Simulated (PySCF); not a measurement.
methyl formate cation (C₂H₄O₂), SMILES COC=O (connectivity only; charge and spin as stated), charge +1, multiplicity 2. Atoms are numbered in the order given.

```xyz
8

C     -0.3844    -1.4525     0.0000
O      0.6960    -0.4241     0.0000
C      0.4530     0.8075     0.0000
O     -0.6857     1.3462     0.0000
H     -0.9778    -1.3188    -0.9143
H      0.1571    -2.4027     0.0000
H     -0.9778    -1.3188     0.9143
H      1.3047     1.5327     0.0000
```
Charge +1, spin multiplicity 2.

The structure is a stationary point at B3LYP-D3(BJ)/def2-SVP. The multiplicity is an assumed one; other spin states were not compared. The values are those of a single conformer.

These are SMD-PBE0/def2-SVP run with PySCF values and carry that method's errors.

Solvation free energies are E(SMD) − E(gas) at the gas-phase geometry, for 1 M in both phases.

Question: Estimate the solvation free energies in water, dimethylsulfoxide, cyclohexanone. (The exact figures need the calculation; the answer reports its results.)

Answer: 
```json
[
 {"solvent": "water", "ΔG(solv) (kcal/mol)": "-67.8", "its non-electrostatic (CDS) part": "5.1"},
 {"solvent": "dimethylsulfoxide", "ΔG(solv) (kcal/mol)": "-64.3", "its non-electrostatic (CDS) part": "0.6"},
 {"solvent": "cyclohexanone", "ΔG(solv) (kcal/mol)": "-61.5", "its non-electrostatic (CDS) part": "0.4"}
]
```
